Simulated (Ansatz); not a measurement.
`OC1=NCN1`. The species carries charge 0 and has multiplicity 1.

```xyz
9

O     1.927    0.206   -0.583
C     0.662    0.202   -0.197
N    -0.010    1.000    0.555
C    -1.126    0.054    0.347
N    -0.286   -0.716   -0.611
H     2.353    0.968   -0.170
H    -2.008    0.495   -0.121
H    -1.393   -0.505    1.247
H    -0.120   -1.705   -0.468
```

(1) What are the harmonic wavenumbers in cm⁻¹ at PBE0-D4/def2-TZVP (Ansatz, finite differences of forces, unscaled)? (An estimate is asked.)

(2) Is this a minimum?

(3) Give the ideal-gas thermochemistry at 298.15 K and 1 bar (rigid rotor, harmonic oscillator; point group C1, symmetry number 1).

(4) And at 400, 500, 600, 800 and 1000 K?

Answers

(1) Computed: 294, 451, 463, 615, 761, 774, 942, 1024, 1064, 1090, 1128, 1186, 1255, 1292, 1488, 1559, 1722, 3075, 3136, 3566, 3817.

(2) Yes, all 21 modes are real.

(3) Zero-point energy 183.6 kJ/mol; H(298) − E = 197.4 kJ/mol; entropy 283.4 J/(mol·K), of which translation 162.2, rotation 102.7, vibration 18.5; G(298) − E = 112.9 kJ/mol.

(4) 
| T (K) | H − E (kJ/mol) | S (J/mol/K) | G − E (kJ/mol) |
| --- | --- | --- | --- |
| 400 | 205.8 | 307.3 | 82.9 |
| 500 | 215.8 | 329.7 | 51.0 |
| 600 | 227.5 | 350.8 | 17.0 |
| 800 | 254.1 | 389.1 | -57.1 |
| 1000 | 284.2 | 422.5 | -138.3 |
